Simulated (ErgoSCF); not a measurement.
# Two attempts at BSiH2F (SMILES B[Si]F)

Aim: a single-point energy of BSiH2F at UHSE(Ergo)/6-31G.

The calculation is run with ErgoSCF 3.8.

2 further runs of the same task are left out: 1 that didn't finish, 1 set aside as unsound or not needed.

### Step 1. Starting point

BSiH2F: 5 atoms, total charge 0, spin state triplet. As SMILES, `B[Si]F`. The shape is that of a GFN2-xTB optimisation.

Bond lengths: B1–Si2 1.877 Å, Si2–F3 1.654 Å, B1–H4 1.171 Å, B1–H5 1.174 Å. Angles: B1–Si2–F3 118.5°, Si2–B1–H4 120.0°, Si2–B1–H5 119.8°, H4–B1–H5 120.2°.

### Step 2. Try one

File input.ego:

```
set_nthreads("env")
molecule_inline
B      0.44399115     1.29578520    -0.23457170
Si    -1.68189405    -1.52589715    -0.55493697
F     -0.98241192    -4.11228971     1.05626242
H     -0.00066140     3.15034353    -1.35621865
H      2.22097622     1.19205814     1.08946491
EOF
tmpdir = "."
charge = 0
scf.convergence_threshold = 1e-06
XC.type = "GC2"
scf.max_number_of_iterations = 58
scf.output_mulliken_pop = 1
spin_polarization = 2
basis = "6-31G"
run "wB97XD"
```

Command:

```bash
$ ergo input.ego
```

Output:

```text
INMA ERGO version 3.8
INMA reading input from file input.ego
INMA B (charge=5.0) 0.443991 1.295785 -0.234572
INMA Si (charge=14.0) -1.681894 -1.525897 -0.554937
INMA F (charge=9.0) -0.982412 -4.112290 1.056262
INMA H (charge=1.0) -0.000661 3.150344 -1.356219
INMA H (charge=1.0) 2.220976 1.192058 1.089465
INMA  charge := 0
INMA  convergence_threshold := 1e-06
INMA  type := GC2
INMA  max_number_of_iterations := 58
INMA  output_mulliken_pop := 1
INMA  spin_polarization := 2
INMA  basis := 6-31G
INMA Basis really set to 6-31G
INMA running wB97XD
ERMA error in dft_setfunc
```

The script printed:

```text
Inline main molecule with 5 atoms.
line 17: RUN failed
line 17: Aborted.
```

Wall time 0.99 s (1 thread of Intel Xeon at 2.50GHz (Skylake/Cascade Lake), shared host).

### Step 3. Diagnosis

The program refused the input.

The telling line is `ERMA error in dft_setfunc`. Cause: the input names a functional that the program doesn't know. To mend it: functional HSE(Ergo) in place of wB97XD.

### Step 4. Try two

File job.ego:

```
set_nthreads(1)
molecule_inline
B    0.44399115   1.29578520  -0.23457170
Si  -1.68189405  -1.52589715  -0.55493697
F   -0.98241192  -4.11228971   1.05626242
H   -0.00066140   3.15034353  -1.35621865
H    2.22097622   1.19205814   1.08946491
EOF
spin_polarization = 2
basis = "6-31G"
XC.type = "GC2"
scf.convergence_threshold = 1e-06
scf.output_mulliken_pop = 1
scf.max_number_of_iterations = 100
tmpdir = "."
run "HSE"
```

Command:

```bash
$ ergo job.ego
```

Output:

```text
[...]
INSC SCF_general constructor, number of basis functions: 35
[...]
INSC Energy   1 =       -258.50320595386
[...]
INDE PURIFICATION CONVERGED after 33 iterations
[...]
INDE PURIFICATION CONVERGED after 46 iterations
[...]
INDE PURIFICATION CONVERGED after 31 iterations
[...]
INDE E(LUMO) - E(HOMO) <=          0.22207896104 =          6.04307641495 eV
[...]
INSC Energy  22 =       -415.29986671080  ( diff     -0.000000000312525 )
[...]
RESC CONVERGED after  22 iterations.
RESC FINAL ENERGY:       -415.29986671080
RESC FINAL <S2> =          2.00252395849
[...]
INSC SCF: dipole_moment_x [atomic units] =      -0.32774746
INSC SCF: dipole_moment_y [atomic units] =       0.35272235
INSC SCF: dipole_moment_z [atomic units] =      -0.38634709
[...]
```

Wall time 24 s (1 thread of Intel Xeon at 2.50GHz (Skylake/Cascade Lake), shared host).

### Step 5. What came out

At UHSE(Ergo)/6-31G:

| quantity | value |
| --- | --- |
| total energy | -415.29987 Eh |
| dipole moment | 1.57 D |
| ⟨S²⟩ | 2.003 |
